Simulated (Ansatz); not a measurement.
Method: frozen-core CCSD(T)/aug-cc-pVTZ // B3LYP-D3(BJ)/def2-TZVPD run with Ansatz (a first-principles code). The restricted HF reference is unstable towards unrestricted orbitals.

Ansatz 0.2 input:
```yaml
crystal:
  periodic: [false, false, false]
  atoms:
    - { symbol: C, position_ang: [0.462005, 0.908386, -0.109625] }
    - { symbol: C, position_ang: [-0.894724, 0.457285, -0.202462] }
    - { symbol: C, position_ang: [-0.868667, -0.874043, 0.049716] }
    - { symbol: O, position_ang: [0.406922, -1.284257, 0.293481] }
    - { symbol: C, position_ang: [1.204134, -0.184699, 0.192231] }
    - { symbol: H, position_ang: [0.828607, 1.911063, -0.249292] }
    - { symbol: H, position_ang: [-1.766281, 1.048255, -0.426981] }
    - { symbol: H, position_ang: [-1.625995, -1.636171, 0.093091] }
    - { symbol: H, position_ang: [2.253997, -0.34582, 0.359841] }
basis:
  gaussian: { orbitals: aug-cc-pVTZ }
correlation:
  method: ccsd_t
```

Output:

```
Functional definition: HF
1879 factors; integrals over basis functions are off by at most 7.6e-4 eV
mean field evaluation 1: about -6219.7907 eV, gradient 3.6e1 eV
mean field evaluation 2: about -6219.9973 eV, gradient 3.6e1 eV
mean field evaluation 4: about -6223.4562 eV, gradient 4.2e0 eV
mean field evaluation 8: about -6223.5133 eV, gradient 3.2e-1 eV
mean field evaluation 16: about -6219.7912 eV, gradient 3.6e1 eV
mean field -6223.51377397 eV, -228.7099127442 hartree, gradient 1.4e-6 eV, S^2 0.000000; 0 other end points of the search recorded, 0 dependent functions left out; unrestricted orbitals would lower it
5 core orbitals not correlated
reference -6223.51377397 eV, -228.7099127442 hartree; 13, 13 occupied and 304, 304 virtual orbitals, 1879 factors
second order -24.01745723 eV of doubles, -0.00000000 eV of singles
cycle   1  -23.60212579 eV  change    4.2e-1 eV  update   1.2e-1
cycle   2  -24.22743807 eV  change   -6.3e-1 eV  update   3.7e-2
cycle   3  -24.37690396 eV  change   -1.5e-1 eV  update   1.8e-2
cycle   4  -24.36380817 eV  change    1.3e-2 eV  update   4.9e-3
cycle   5  -24.36237746 eV  change    1.4e-3 eV  update   2.4e-3
cycle   6  -24.36377019 eV  change   -1.4e-3 eV  update   8.3e-4
cycle   7  -24.36320910 eV  change    5.6e-4 eV  update   3.8e-4
cycle   8  -24.36305500 eV  change    1.5e-4 eV  update   1.5e-4
cycle   9  -24.36311619 eV  change   -6.1e-5 eV  update   4.5e-5
cycle  10  -24.36312796 eV  change   -1.2e-5 eV  update   1.4e-5
perturbative correction -1.24663191 eV, -0.0458128777 hartree
Total energy: -6249.12353384 eV, -229.6510540606 hartree
```

Cost: very roughly 23 core-minutes.
